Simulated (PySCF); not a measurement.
Fill in the blanks.

Cyclopropyl methyl ether, C₄H₈O.
SMILES: `COC1CC1`

Conformer (atom-mapped SMILES and torsion angles): `[CH3:1][O:2][CH:3]1[CH2:4][CH2:5]1`: C1–O2–C3–C4 -152°.

| property | level | value |
| --- | --- | --- |
| point group | PBE0-D3(BJ)/def2-SVP | C1 |
| rotational constants A, B, C | PBE0-D3(BJ)/def2-SVP | 13.113, 3.546, 3.168 GHz |
| dipole moment | CAM-B3LYP/def2-SVPD | ? |
| HOMO energy | CAM-B3LYP/def2-SVPD | -8.69 eV |
| LUMO energy | CAM-B3LYP/def2-SVPD | 1.50 eV |
| lowest singlet excitation | TDDFT CAM-B3LYP/def2-SVPD | 7.19 eV (173 nm, f = 0.015) |
| strongest line among the 10 lowest singlet transitions | TDDFT CAM-B3LYP/def2-SVPD | S7 at 8.66 eV (143 nm, f = 0.040) |
| lowest triplet excitation (Tamm–Dancoff) | TDA CAM-B3LYP/def2-SVPD | 7.04 eV |
| static isotropic polarisability | CAM-B3LYP/def2-SVPD | 52.5 au |
| vertical ionisation energy | ΔSCF CAM-B3LYP/def2-SVPD | 9.57 eV |
| electronic spatial extent ⟨r²⟩ about the centre of nuclear charge | CAM-B3LYP/def2-SVPD | 450 bohr² |
| 13C chemical shifts (computed TMS as zero) by class | GIAO PBE0/pcSseg-1 | 58.0 (1 C), 54.3 (1 C), 6.4 (2 C) ppm |
| 1H chemical shifts (computed TMS as zero) by class | GIAO PBE0/pcSseg-1 | ? |
| isotropic shieldings of nuclei other than C and H, by class | GIAO PBE0/pcSseg-1 | 302 (1 O) ppm |
| largest of the computed one-bond spin–spin couplings (means over like bonds) | B3LYP/pcJ-1, spin–dipole term left out | ? |
| core binding energies | ΔSCF SCAN, pcX-2 on the ionised atom, pcseg-1 elsewhere, spin-free X2C | C1s 290.6 (×2), C1s 292.0, C1s 292.1, O1s 538.5 eV |

The electronic properties come from PySCF, for the isolated species, density fitting. Geometry: PBE0-D3(BJ)/def2-SVP, one conformer, isolated molecule. NMR classes are plain means over equivalent atoms (diastereotopic ones count apart unless rotation or inversion swaps them), as if these changed places fast; in this geometry the members of some classes differ.

**Question.** What are the largest of the computed one-bond spin–spin couplings (means over like bonds)?

**Answer.** 13C–1H +185.2, 13C–1H +169.0 (×2), 13C–1H +168.6 (×2), 13C–1H +145.4 (×3), 17O–13C +24.9, 17O–13C +24.1, 13C–13C +18.3 (×2), 13C–13C +14.3 Hz.

**Question.** Give the dipole moment.

**Answer.** 1.26 D.

**Question.** What are the 1H chemical shifts (computed TMS as zero) by class?

**Answer.** 3.19 (3 H), 2.77 (1 H), 0.49 (2 H), 0.34 (2 H) ppm.

With B = h/(8π²I), that is 505.379 GHz u Å² over I, the principal moments of inertia are 38.5, 142.5 and 159.5 u Å² (most abundant isotopes). The 10 singlets span 7.19 to 8.96 eV, and their oscillator strengths add up to 0.20. The dipole matches unit charges of opposite sign 0.26 Å apart (1 e·Å = 4.8032 D).
